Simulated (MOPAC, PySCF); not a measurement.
C$_{3}$H$_{9}$N, SMILES `CN(C)C`, neutral singlet in the gas phase. 

Cartesian coordinates (Å):
```xyz
13

C      1.3872    -0.0121    -0.0612
N     -0.0068    -0.0722    -0.4429
C     -0.6964    -1.1903     0.1627
C     -0.6927     1.1825    -0.2240
H      1.8955     0.8012    -0.6033
H      1.8928    -0.9570    -0.3170
H      1.5386     0.1654     1.0307
H     -1.7301    -1.2489    -0.2137
H     -0.7470    -1.1270     1.2763
H     -0.1890    -2.1341    -0.0933
H     -0.7432     1.4762     0.8520
H     -0.1825     1.9947    -0.7661
H     -1.7264     1.1217    -0.6002
```
Charge 0, multiplicity 1.

All levels are single points at this geometry (B3LYP-D3(BJ)/def2-SVP); Pople sets use spherical d functions. Orbital energies aren't observables, and empty levels follow the basis.

```csv
level,HOMO (eV),LUMO (eV),gap (eV),dipole (D),"vertical IE, Delta-SCF (eV)"
B3LYP-D3(BJ)/def2-TZVP in PySCF,-5.89,0.81,6.70,0.42,8.29
PBE-D3(BJ)/def2-TZVP in PySCF,-4.74,0.35,5.10,0.34,8.14
B3LYP/6-311+G** in PySCF,-5.91,0.07,5.98,0.50,–
M06-2X/6-31G* in PySCF,-7.24,3.35,10.58,0.55,–
PBE/6-31G* in PySCF,-4.39,1.66,6.05,0.43,7.97
SVWN5/6-31G* in PySCF,-4.43,1.39,5.82,0.44,8.09
HF/6-31G* in PySCF,-9.41,6.03,15.44,0.68,7.11
PM3 in MOPAC,-8.99,2.84,11.83,1.05,–
PM6 in MOPAC,-8.23,3.09,11.32,1.58,–
```
